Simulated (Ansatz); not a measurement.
**CH₅ClSi: up Jacob's ladder to CCSD(T)**

One table from this session's results is given with a row withheld; the runs are named, their logs left out.

Computed with Ansatz 0.2.0, Gaussian basis. Level: functionals in def2-TZVPP, the program's frozen cores in correlated methods.

Plan: LDA (SPW92), PBE-D4, revPBE-D4, BLYP-D4, r2SCAN-D4, B97M-V, PBE0-D4, B3LYP-D4, r2SCANh-D4, r2SCAN0-D4, HSE06-D4, BHLYP-D4, CAM-B3LYP-D4, LC-ωPBE, ωB97X-V, ωB97M-V, B2PLYP, PBE-QIDH; CCSD(T)/def2-SVP; CCSD(T)/def2-TZVPP; MP2/def2-QZVPP; extrapolation to the limit; RPA on PBE.

### The geometry

The geometry comes from an earlier relaxation with PBE0-D4 in a triple-zeta def2 set; it is a stationary point, not always the lowest conformer.

SMILES `C[SiH2]Cl`, 8 atoms, charge 0, spin multiplicity 1.

Atoms are counted from 1 here; the program's logs count them from 0.

Bond lengths: C1–Si2 1.857 Å, C1–H4 1.094 Å, C1–H5 1.092 Å, C1–H6 1.092 Å, Si2–Cl3 2.062 Å, Si2–H7 1.483 Å, Si2–H8 1.483 Å. Angles: Si2–C1–H4 110.0°, Si2–C1–H5 110.8°, Si2–C1–H6 110.8°, H4–C1–H5 108.4°, H4–C1–H6 108.4°, H5–C1–H6 108.5°, C1–Si2–Cl3 109.6°, C1–Si2–H7 111.5°, C1–Si2–H8 111.6°, Cl3–Si2–H7 107.2°, Cl3–Si2–H8 107.2°, H7–Si2–H8 109.5°.

The first run:

Contents of in.yaml:

```yaml
crystal:
  periodic: [false, false, false]
  atoms:
    - {symbol: C, position_ang: [-0.612048, 0.785387, -0.172981]}
    - {symbol: Si, position_ang: [0.439656, -0.728789, 0.049345]}
    - {symbol: Cl, position_ang: [1.888048, -0.363915, 1.471107]}
    - {symbol: H, position_ang: [-1.381260, 0.598876, -0.927632]}
    - {symbol: H, position_ang: [-0.006517, 1.632718, -0.500579]}
    - {symbol: H, position_ang: [-1.105778, 1.054797, 0.762754]}
    - {symbol: H, position_ang: [1.139105, -1.095528, -1.206346]}
    - {symbol: H, position_ang: [-0.361217, -1.883555, 0.524323]}
basis:
  gaussian: {orbitals: def2-TZVPP}
hamiltonian: {xc: lda}
output: {orbitals: {seedname: orbitals}}
```

Steps of the session up to this table: LDA; PBE-D4 (GGA); revPBE-D4 (GGA); BLYP-D4 (GGA); r2SCAN-D4 (meta-GGA); B97M-V (meta-GGA); PBE0-D4 (hybrid); B3LYP-D4 (hybrid); r2SCANh-D4 (hybrid); r2SCAN0-D4 (hybrid); HSE06-D4 (hybrid); BHLYP-D4 (hybrid); CAM-B3LYP-D4 (range-separated); LC-ωPBE-D4 (range-separated; the results give it without D4); ωB97X-V (range-separated); ωB97M-V (range-separated); B2PLYP (double hybrid); PBE-QIDH (double hybrid).

One of the session's tables, all rows but one given; the rest of the session is left out.

It belongs to the step «Frontier levels by functional». 

```
  functional  HOMO (eV)  LUMO (eV)  gap (eV)
 LDA (SPW92)      -7.45      -0.70      6.76
      PBE-D4      -7.39      -0.44      6.95
   revPBE-D4          ?          ?         ?
     BLYP-D4      -7.25      -0.30      6.95
   r2SCAN-D4      -7.73       0.00      7.74
      B97M-V      -7.84      -0.15      7.69
     PBE0-D4      -8.75       0.46      9.21
    B3LYP-D4      -8.50       0.24      8.74
  r2SCANh-D4      -8.23       0.30      8.53
  r2SCAN0-D4      -8.97       0.73      9.71
    HSE06-D4      -8.35       0.08      8.43
    BHLYP-D4      -9.99       1.34     11.33
CAM-B3LYP-D4     -10.12       1.46     11.58
     LC-ωPBE     -11.52       2.66     14.19
     ωB97X-V     -11.16       2.51     13.67
     ωB97M-V     -10.99       2.18     13.17
```

Estimate the missing values for revPBE-D4.

**Answer.** HOMO (eV): -7.35; LUMO (eV): -0.33; gap (eV): 7.02. In the column «HOMO (eV)» it lies between PBE-D4 (-7.39) and BLYP-D4 (-7.25).
